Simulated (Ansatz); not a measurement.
# H$_{3}$Ge–CH, triplet in cc-pVDZ: errors against UCCSDT(Q)

Geometry: displaced at random from a stationary point.

```yaml
atoms:
  - { symbol: Ge, position_ang: [0.0017, 0.0128, 0.2751] }
  - { symbol: C, position_ang: [0.0009, -0.1241, -1.6319] }
  - { symbol: H, position_ang: [0.0488, 1.5357, 0.6509] }
  - { symbol: H, position_ang: [1.1976, -0.7020, 0.8121] }
  - { symbol: H, position_ang: [-1.3479, -0.6858, 0.7606] }
  - { symbol: H, position_ang: [-0.0326, 0.4054, -2.6024] }
```

Basis cc-pVDZ; Ansatz 0.2.0. Only valence electrons are correlated (noble-gas cores and the filled d shells of p-block atoms frozen), which leaves 12 electrons in 46 orbitals. Prefix R: restricted or restricted open-shell reference; prefix U: unrestricted. No spin–orbit coupling is included, and no scalar relativity.

Full CI isn't at hand for all of this; UCCSDT(Q) serves as the reference, and is uncertain by about the last step of the cluster series.

The UHF ⟨S²⟩ is 2.026. The T1 diagnostic (RCCSD) is 0.0210, the largest doubles amplitude (RCCSD) is 0.023 and the T1 diagnostic (UCCSD) is 0.0132.

**Question.** From what is known of these methods and the diagnostics, rank them by the size of their error in total energy against UCCSDT(Q) in cc-pVDZ, smallest first (an estimate: the text doesn't fix the numbers).
A. UCCSD(T)
B. UCCSD
C. UHF
D. UMP2
E. UCCSDT

**Answer.** E (6 meV), A (34 meV), B (167 meV), D (1303 meV), C (6361 meV).

All errors are against UCCSDT(Q) in cc-pVDZ. Within each family the higher level lies nearer, as is usual though not guaranteed.
